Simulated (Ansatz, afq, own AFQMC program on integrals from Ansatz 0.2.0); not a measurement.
Integrals from Ansatz 0.2.0, then the random walk in our own AFQMC program (afq).

```yaml
crystal:
  periodic: [false, false, false]
  atoms:
    - {symbol: In, position_ang: [0.000000, 0.000000, 0.000000]}
basis:
  gaussian: {orbitals: def2-TZVP}
magnetization: {spin_polarized: true, initial_magnetization: 3}
correlation: {method: ccsd_t, electrons: outside_noble_gas, hamiltonian_folder: ham}
```

```sh
$ ansatz run in.yaml --threads 1 --pin off --events-out ev --progress --plain --max-ram 1843MiB
```

Options of the walk:

```
--method free --trial cisd --walkers 60 --time-step 0.03 --max-blocks 80 --target-error 0.00021 --factor-cut 1e-05 --seed 4830 --times 0,0.3,0.6,1.2,1.8,2.4,3.6,4.8,6 --taylor-order 8
```

Times are imaginary, in 1/Eh. The walk had a cap of 881 s. Filled inner d shells are frozen with the cores. Core potentials past Kr, no spin–orbit coupling.

Output of the walk:

```
orbitals 41  electrons 3 0  factors 311 of 323
reference energy -189.10399820 Eh
CCSD correlation -0.01044175 Eh in 8 cycles, weight of the determinant in the CISD state 0.9864
repeat  energy at the last time / Eh  error
    10  -189.114560  0.000014
    20  -189.114552  0.000009
    30  -189.114561  0.000008
time / (1/Eh)  energy / Eh  error  mean overlap
  0.00  -189.114440  0.000000  1.0137
  0.30  -189.114486  0.000002  1.0110
  0.60  -189.114508  0.000003  1.0137
  1.20  -189.114537  0.000004  1.0048
  1.80  -189.114541  0.000005  1.0117
  2.40  -189.114543  0.000005  1.0192
  3.60  -189.114550  0.000006  1.0032
  4.80  -189.114550  0.000007  1.0024
  6.00  -189.114560  0.000008  1.0041
energy -189.114560 +/- 0.000008 Eh
```

The run passed its tests (error under three times the target), which doesn't prove that it has relaxed.

Against this walk (error 0.2 meV) on the same determinant: CCSD(T) 1.2 meV higher, full CI 0.3 meV higher (within the noise). The error is statistical, and a free projection of finite length keeps a remainder of its start.

Cautions: remainder of the start not in the error; no spin-orbit coupling; inner d shell frozen; another spin lies lower (by 3.75 eV).

The walk took 69 s on 1 thread of Arm Neoverse V2 (shared host). The log's last line is the free-projection energy.

A walk keeps the symmetry of its determinant, which the program's search chose and which needn't be the lowest solution, so a lower state of the same spin and another symmetry isn't excluded.
